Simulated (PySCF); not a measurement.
methyl formate cation (C2H4O2), SMILES COC=O (connectivity only; charge and spin as stated), charge +1, multiplicity 2.

Geometry: B3LYP-D3(BJ)/def2-SVP. The multiplicity is an assumed one; other spin states were not compared. One conformer was computed; it need not be the lowest.

Two levels are set side by side: PBE/def2-TZVPD (PySCF) and ωB97X/def2-TZVPD (PySCF). Same geometry, gas phase. Differences are taken from unrounded values.

```csv
quantity,ωB97X,PBE,PBE minus ωB97X
α-spin orbital gap (eV),13.73,6.11,-7.62
β-spin orbital gap (eV),8.80,0.67,-8.13
mean polarisability (bohr³),28.9,31.1,2.2
```

Loosely held outer electrons make PBE densities more polarisable. Differences between two approximate levels are no errors against the true value.

Rough cost on one machine, each run with all the roots and properties that it gave: ωB97X against PBE within a factor of 2.
